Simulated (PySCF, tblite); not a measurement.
Complex of boron trifluoride and 2 × hydrogen fluoride

A gas-phase complex of boron trifluoride and 2 × hydrogen fluoride; neutral, singlet. The structure comes from a short search (6 tight-binding starts) and was optimised by PBE0-D3(BJ)/def2-SVPD; another way of binding may lie lower.

This structure isn't a minimum: the optimisation stopped short of the minimum along a soft mode, which is imaginary here (18i cm⁻¹ by PBE0-D3(BJ)/def2-SVPD), and forces of up to 0.014 eV/Å are left. All values below rest on it.

Parts: 1 = boron trifluoride (FB(F)F), atoms 1–4; 2 = hydrogen fluoride (F), atoms 5–6; 3 = hydrogen fluoride (F), atoms 7–8.

```xyz
8

F     0.239   -1.319   -0.610
B    -0.029   -0.158   -0.056
F     0.508    0.950   -0.616
F    -0.464   -0.072    1.181
F    -1.884    0.097   -0.970
H    -1.858    0.873   -1.508
F    -1.174    2.213   -2.176
H    -0.349    2.086   -1.755
```
(Å; atoms numbered from 1)

Contacts between parts, classed by geometry: H6···F7 1.646 Å (hydrogen bond, 156°); H8···F3 1.823 Å (hydrogen bond, 141°).

Deforming the relaxed parts to their shape here costs 3.7 kcal/mol, which the interaction energies leave out.

Interaction energies are complex less parts, with the parts frozen as they stand in it; counterpoise-corrected, in kcal/mol (PySCF).

Task: How strongly do the parts interact, level by level?

Result: 
```json
{"level": "wB97M-D3(BJ)/def2-SVPD", "interaction": "-15.80", "superposition error removed": "-1.83"}
{"level": "PBE0-D3(BJ)/def2-SVPD", "interaction": "-16.29", "superposition error removed": "-2.01"}
```

Task: What holds them together? Decompose the wB97M-D3(BJ)/def2-SVPD energy: frozen parts, their antisymmetrised product, then relaxation.

Result: electrostatic -32.1, Pauli repulsion +38.6, orbital relaxation -22.0, dispersion correction -2.1 kcal/mol, which sum to the value before the counterpoise correction; the Pauli term holds the exchange-correlation of the frozen density too. Of the attraction, 57 % is electrostatic, 39 % is orbital relaxation, 4 % is dispersion correction.

Task: Are the pair energies additive?

Result: The pairs sum to -11.55 kcal/mol (1–2 -5.5, 1–3 -2.2, 2–3 -3.8); the rest of -4.25 is a many-body strengthening.

The parts were also relaxed and run alone, at the levels used for the complex: vibrations by PBE0-D3(BJ)/def2-SVPD; shieldings by PBE0/pcSseg-2; core levels by delta-SCF with SCAN, pcX-2 on the ionised atom and pcseg-1 elsewhere, spin-free X2C.

Task: How do these values change when the complex forms?

Result: 
```csv
property,alone,in the complex,change
F5–H6 bond (Å),0.920,0.945,+0.024
"stretch carried by H6 (cm⁻¹, harmonic)",4151,3636,-514
its infrared intensity (km/mol),127,667,
shielding of H6 (ppm),29.19,23.28,-5.91
shielding of F7 (ppm),410.9,385.2,-25.6
shielding of H8 (ppm),29.19,25.70,-3.49
shielding of F3 (ppm),305.6,315.6,+10.0
F3 1s core level (eV),694.72,694.67,-0.05
F5 1s core level (eV),694.12,694.38,+0.26
F7 1s core level (eV),694.12,695.01,+0.89
```
